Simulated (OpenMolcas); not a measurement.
**AlHClF (SMILES [F][AlH][Cl]): a chain of runs**

Aim: a single-point energy (UHF/STO-3G), then a single-point energy (CASSCF(2,2)/STO-3G), then a single-point energy (CASPT2(2,2)/STO-3G), then a single-point energy (SC-NEVPT2(2,2)/STO-3G), then a single-point energy (MRCI(2,2)/STO-3G) of AlHClF. 

The results are computed with OpenMolcas 26.06.

3 further runs of the same task are left out: 2 that didn't finish, 1 set aside as unsound or not needed.

## (1) The structure to begin with

The species is AlHClF (4 atoms), meant as a singlet with charge 0. SMILES: `[F][AlH][Cl]`. The F1–Al2 distance was set to 4.122 Å, away from the relaxed value. At this shape a bond of the SMILES string is far longer than usual.

Bond lengths: Al2–Cl3 2.017 Å, Al2–H4 1.507 Å. Angles: Cl3–Al2–H4 124.6°.

## (2) The energy at UHF/STO-3G (run 1)

step1.input

```
* AlClFH Hartree-Fock
>>> EXPORT MOLCAS_PRINT=2

&gateway
 baslib=$CurrDir
 basisset
 F.STO-3G....
 F1 1.184998 -2.465188 3.092254 angstrom
 End of Basis
 basisset
 Al.STO-3G....
 Al2 0.062570 0.041320 0.018420 angstrom
 End of Basis
 basisset
 Cl.STO-3G....
 Cl3 -1.614690 -0.246020 -1.063620 angstrom
 End of Basis
 basisset
 H.STO-3G....
 H4 1.040570 1.165980 -0.202740 angstrom
 End of Basis

&seward

&scf
 uhf
 scramble=0.25
 prorbitals=1 1
```

The basis set STO-3G is read from a file made from the Basis Set Exchange's data (not shown).

Started as:

```bash
$ export MOLCAS_MEM=1860
$ pymolcas step1.input > step1.log
```

The log of the run, cut to the lines that bear on the results:

```text
--- Start Module: gateway ---
[...]
--- Stop Module: gateway /rc=_RC_ALL_IS_WELL_ ---
--- Start Module: seward ---
[...]
      Basis functions           24
--- Stop Module: seward /rc=_RC_ALL_IS_WELL_ ---
--- Start Module: scf ---
[...]
       Convergence after  56 Iterations
[...]
::    Total SCF energy                               -792.1808471704
[...]
      Total spin, S                                     0.6203461339
[...]
      Total electronic charge=   40.000000
      Total            charge=   -0.000000
[...]
      Dipole Moment (debye):
      Origin of the operator (angstrom)=   -0.3809   -0.6485    0.2666
                   X=  2.5364E+00               Y= -2.5764E-01               Z=  2.2541E+00           Total=  3.4030E+00
      Quadrupole Moment (debye*angstrom):
[...]
--- Stop Module: scf /rc=_RC_ALL_IS_WELL_ ---
[...]
```

Wall time 2.7 s (1 thread of Arm Neoverse V1, shared host); peak memory 0.37 GiB.

## (3) A single-point energy at CASSCF(2,2)/STO-3G (run 2)

step2.input

```
* AlClFH CASSCF

&gateway
  baslib=$CurrDir
  basisset
  F.STO-3G....
  F1 1.184998 -2.465188 3.092254 angstrom
  End of Basis
  basisset
  Al.STO-3G....
  Al2 0.062570 0.041320 0.018420 angstrom
  End of Basis
  basisset
  Cl.STO-3G....
  Cl3 -1.614690 -0.246020 -1.063620 angstrom
  End of Basis
  basisset
  H.STO-3G....
  H4 1.040570 1.165980 -0.202740 angstrom
  End of Basis

&seward

&rasscf
  fileorb=$CurrDir/step1.UnaOrb
  spin=1
  nactel=2 0 0
  inactive=19
  ras2=2
  orblisting=Nothing
```

The basis set STO-3G is read from a file made from the Basis Set Exchange's data (not shown).

Started as:

```bash
$ export MOLCAS_MEM=1860
$ pymolcas step2.input > step2.log
```

The log of the run, cut to the lines that bear on the results:

```text
--- Start Module: gateway ---
[...]
--- Stop Module: gateway /rc=_RC_ALL_IS_WELL_ ---
--- Start Module: seward ---
[...]
      Basis functions           24
--- Stop Module: seward /rc=_RC_ALL_IS_WELL_ ---
--- Start Module: rasscf ---
[...]
      Number of active orbitals                  2
[...]
      Spin quantum number                      0.0
[...]
      Active orbitals                            2
[...]
      Number of CSFs                             3
[...]
      Number of root(s) required                 1
[...]
      Convergence after  9 iterations
[...]
      printout of CI-coefficients larger than  0.05 for root  1
      energy=    -792.179797
      conf/sym  11     Coeff  Weight
             1  20  -0.71348 0.50905
             3  02   0.70068 0.49095
      Natural orbitals and occupation numbers for root  1
      sym 1:   1.018108   0.981892
      ************************************************************************************************************************
      *                                                    Final results                                                     *
[...]
::    RASSCF root number  1 Total energy:   -792.17979666
[...]
      Total electronic charge=   40.000000
      Total            charge=   -0.000000
[...]
      Dipole Moment (debye):
      Origin of the operator (angstrom)=   -0.3809   -0.6485    0.2666
                   X=  2.5298E+00               Y= -2.7394E-01               Z=  2.2635E+00           Total=  3.4057E+00
      Quadrupole Moment (debye*angstrom):
[...]
--- Stop Module: rasscf /rc=_RC_ALL_IS_WELL_ ---
[...]
```

It took 1.7 s on 1 thread of Arm Neoverse V1, shared host; peak memory 0.37 GiB.

## (4) A single-point energy at CASPT2(2,2)/STO-3G (run 3)

step3.input

```
&GATEWAY
 BasLib=$CurrDir
 BasisSet
 F.STO-3G....
 F1 1.184998 -2.465188 3.092254 angstrom
 End of Basis
 BasisSet
 Al.STO-3G....
 Al2 0.062570 0.041320 0.018420 angstrom
 End of Basis
 BasisSet
 Cl.STO-3G....
 Cl3 -1.614690 -0.246020 -1.063620 angstrom
 End of Basis
 BasisSet
 H.STO-3G....
 H4 1.040570 1.165980 -0.202740 angstrom
 End of Basis

&SEWARD

&RASSCF
 FileOrb=$CurrDir/step2.RasOrb
 Spin=1
 Nactel=2 0 0
 Inactive=19
 Ras2=2
 OrbListing=Nothing

&CASPT2
 Imaginary=0.1
 Frozen=11
```

The basis set STO-3G is read from a file made from the Basis Set Exchange's data (not shown).

Started as:

```bash
$ export MOLCAS_MEM=1860
$ pymolcas step3.input > step3.log
```

The log of the run, cut to the lines that bear on the results:

```text
--- Start Module: gateway ---
[...]
--- Stop Module: gateway /rc=_RC_ALL_IS_WELL_ ---
[...]
      Basis functions           24
[...]
--- Start Module: rasscf ---
[...]
      Number of active orbitals                  2
[...]
      Spin quantum number                      0.0
[...]
      Active orbitals                            2
[...]
      Number of CSFs                             3
[...]
      Number of root(s) required                 1
[...]
      Convergence after  4 iterations
[...]
      printout of CI-coefficients larger than  0.05 for root  1
      energy=    -792.179797
      conf/sym  11     Coeff  Weight
             1  20  -0.71348 0.50906
             3  02   0.70067 0.49094
      Natural orbitals and occupation numbers for root  1
      sym 1:   1.018117   0.981883
      ************************************************************************************************************************
      *                                                    Final results                                                     *
[...]
::    RASSCF root number  1 Total energy:   -792.17979667
[...]
      Total electronic charge=   40.000000
      Total            charge=   -0.000000
[...]
      Dipole Moment (debye):
      Origin of the operator (angstrom)=   -0.3809   -0.6485    0.2666
                   X=  2.5300E+00               Y= -2.7388E-01               Z=  2.2635E+00           Total=  3.4058E+00
      Quadrupole Moment (debye*angstrom):
[...]
--- Stop Module: rasscf /rc=_RC_ALL_IS_WELL_ ---
--- Start Module: caspt2 ---
[...]
 ###    WARNING: User changed nr of frozen orbitals.                         ###
 ###############################################################################
[...]
      E2 (Variational):          -0.0214093548
      Total energy:            -792.2012060223
[...]
      Reference weight:           0.98786
[...]
::    CASPT2 Root  1     Total energy:   -792.20120602
[...]
--- Stop Module: caspt2 /rc=_RC_ALL_IS_WELL_ ---
[...]
```

Wall time 1.7 s (1 thread of Arm Neoverse V1, shared host); peak memory 0.37 GiB.

## (5) A single-point energy at SC-NEVPT2(2,2)/STO-3G (run 4)

step4.input

```
&GATEWAY
BasLib=$CurrDir
BasisSet
F.STO-3G....
F1 1.184998 -2.465188 3.092254 angstrom
End of Basis
BasisSet
Al.STO-3G....
Al2 0.062570 0.041320 0.018420 angstrom
End of Basis
BasisSet
Cl.STO-3G....
Cl3 -1.614690 -0.246020 -1.063620 angstrom
End of Basis
BasisSet
H.STO-3G....
H4 1.040570 1.165980 -0.202740 angstrom
End of Basis
&SEWARD
&RASSCF
FileOrb=$CurrDir/step2.RasOrb
Spin=1
Nactel=2 0 0
Inactive=19
Ras2=2
OrbListing=Nothing
&CASPT2
SC-NEVPT2
Frozen=11
```

The basis set STO-3G is read from a file made from the Basis Set Exchange's data (not shown).

Started as:

```bash
$ export MOLCAS_MEM=1860
$ pymolcas step4.input > step4.log
```

The log of the run, cut to the lines that bear on the results:

```text
--- Start Module: gateway ---
[...]
--- Stop Module: gateway /rc=_RC_ALL_IS_WELL_ ---
[...]
      Basis functions           24
[...]
--- Start Module: rasscf ---
[...]
      Number of active orbitals                  2
[...]
      Spin quantum number                      0.0
[...]
      Active orbitals                            2
[...]
      Number of CSFs                             3
[...]
      Number of root(s) required                 1
[...]
      Convergence after  4 iterations
[...]
      printout of CI-coefficients larger than  0.05 for root  1
      energy=    -792.179797
      conf/sym  11     Coeff  Weight
             1  20  -0.71348 0.50906
             3  02   0.70067 0.49094
      Natural orbitals and occupation numbers for root  1
      sym 1:   1.018117   0.981883
      ************************************************************************************************************************
      *                                                    Final results                                                     *
[...]
::    RASSCF root number  1 Total energy:   -792.17979667
[...]
      Total electronic charge=   40.000000
      Total            charge=   -0.000000
[...]
      Dipole Moment (debye):
      Origin of the operator (angstrom)=   -0.3809   -0.6485    0.2666
                   X=  2.5300E+00               Y= -2.7388E-01               Z=  2.2635E+00           Total=  3.4058E+00
      Quadrupole Moment (debye*angstrom):
[...]
--- Stop Module: rasscf /rc=_RC_ALL_IS_WELL_ ---
--- Start Module: caspt2 ---
[...]
 ###    WARNING: User changed nr of frozen orbitals.                         ###
 ###############################################################################
[...]
      E2 (Variational):          -0.0210178570
[...]
      E2 (Variational):          -0.0210177293
      Total energy:            -792.2008143968
[...]
      Reference weight:           0.98813
[...]
::    SC-NEVPT2 Root  1     Total energy:   -792.20081440
[...]
--- Stop Module: caspt2 /rc=_RC_ALL_IS_WELL_ ---
[...]
```

Wall time 1.7 s (1 thread of Arm Neoverse V1, shared host); peak memory 0.37 GiB.

## (6) A single-point energy at MRCI(2,2)/STO-3G (run 5)

step5.inp

```
* AlClFH MRCI
>>> EXPORT MOLCAS_PRINT=2
&GATEWAY
BasLib
$CurrDir
BasisSet
F.STO-3G....
F1 1.184998 -2.465188 3.092254 angstrom
End of Basis
BasisSet
Al.STO-3G....
Al2 0.062570 0.041320 0.018420 angstrom
End of Basis
BasisSet
Cl.STO-3G....
Cl3 -1.614690 -0.246020 -1.063620 angstrom
End of Basis
BasisSet
H.STO-3G....
H4 1.040570 1.165980 -0.202740 angstrom
End of Basis
&SEWARD
&RASSCF
FileOrb
$CurrDir/step2.RasOrb
Spin
1
Nactel
2 0 0
Inactive
19
Ras2
2
OrbListing
Nothing
&MOTRA
LumOrb
Frozen
11
&GUGA
Electrons
18
Spin
1
Inactive
8
Active
2
CIAll
1
&MRCI
SDCI
```

The basis set STO-3G is read from a file made from the Basis Set Exchange's data (not shown).

Started as:

```bash
$ export MOLCAS_MEM=1860
$ pymolcas step5.inp > step5.log
```

The log of the run, cut to the lines that bear on the results:

```text
--- Start Module: gateway ---
[...]
--- Stop Module: gateway /rc=_RC_ALL_IS_WELL_ ---
[...]
      Basis functions           24
[...]
      Number of active orbitals                  2
[...]
      Spin quantum number                      0.0
[...]
      Active orbitals                            2
[...]
      Number of CSFs                             3
[...]
      Number of root(s) required                 1
[...]
      Convergence after  4 iterations
[...]
      printout of CI-coefficients larger than  0.05 for root  1
      energy=    -792.179797
      conf/sym  11     Coeff  Weight
             1  20  -0.71348 0.50906
             3  02   0.70067 0.49094
      Natural orbitals and occupation numbers for root  1
      sym 1:   1.018117   0.981883
      ************************************************************************************************************************
      *                                                    Final results                                                     *
[...]
::    RASSCF root number  1 Total energy:   -792.17979667
[...]
      Dipole Moment (debye):
      Origin of the operator (angstrom)=   -0.3809   -0.6485    0.2666
                   X=  2.5300E+00               Y= -2.7388E-01               Z=  2.2635E+00           Total=  3.4058E+00
      Quadrupole Moment (debye*angstrom):
[...]
      *** WARNING: Default frozen orbitals is overwritten by user input.
      *** Default values:   8
[...]
--- Start Module: guga ---
[...]
--- Stop Module: guga /rc=_RC_ALL_IS_WELL_ ---
--- Start Module: mrci ---
[...]
       (But an ACPF correction will be computed)
       USE THE DEFAULT ACPF G-VALUE GFAC=  0.11111111111111110
[...]
                      CI ENERGY:  -792.21041977
[...]
                ACPF CORRECTION:    -0.00080147
[...]
      Total electronic charge=   40.000000
      Total            charge=    0.000000
[...]
     ACPF CORRECTION:     -0.00080147
[...]
  CI State   1     Total energy:   -792.21041977     QDav:     -0.00090462     QACPF:     -0.00080147
[...]
--- Stop Module: mrci /rc=_RC_ALL_IS_WELL_ ---
[...]
```

It took 1.9 s on 1 thread of Arm Neoverse V1, shared host; peak memory 0.37 GiB.

## (7) Outcome

| quantity | value |
| --- | --- |
| run 1, UHF/STO-3G: total energy | -792.18085 Eh |
| run 1, UHF/STO-3G: dipole moment | 3.40 D |
| run 1, UHF/STO-3G: HOMO energy | -5.28 eV |
| run 1, UHF/STO-3G: LUMO energy | 6.97 eV |
| run 1, UHF/STO-3G: HOMO–LUMO gap | 12.25 eV |
| run 1, UHF/STO-3G: ⟨S²⟩ | 1.005 |
| run 2, CASSCF(2,2)/STO-3G: total energy | -792.17980 Eh |
| run 2, CASSCF(2,2)/STO-3G: dipole moment (CASSCF density) | 3.41 D |
| run 3, CASPT2(2,2)/STO-3G: total energy | -792.20121 Eh |
| run 3, CASPT2(2,2)/STO-3G: dipole moment (CASSCF density) | 3.41 D |
| run 4, SC-NEVPT2(2,2)/STO-3G: total energy | -792.20081 Eh |
| run 4, SC-NEVPT2(2,2)/STO-3G: dipole moment (CASSCF density) | 3.41 D |
| run 5, MRCI(2,2)/STO-3G: total energy | -792.21042 Eh |
| run 5, MRCI(2,2)/STO-3G: dipole moment (CASSCF density) | 3.41 D |

⟨S²⟩ (run 1, UHF/STO-3G) is 1.01 where a pure singlet has 0.00: the reference is spin-contaminated. Mulliken charges (run 1, UHF/STO-3G) run from -0.53 on Cl3 to +0.79 on Al2; they depend strongly on the basis. Mulliken charges (run 4, SC-NEVPT2(2,2)/STO-3G) of the CASSCF density run from -0.53 on Cl3 to +0.80 on Al2. Mulliken charges (run 5, MRCI(2,2)/STO-3G) of the CASSCF density run from -0.53 on Cl3 to +0.80 on Al2; they depend strongly on the basis.
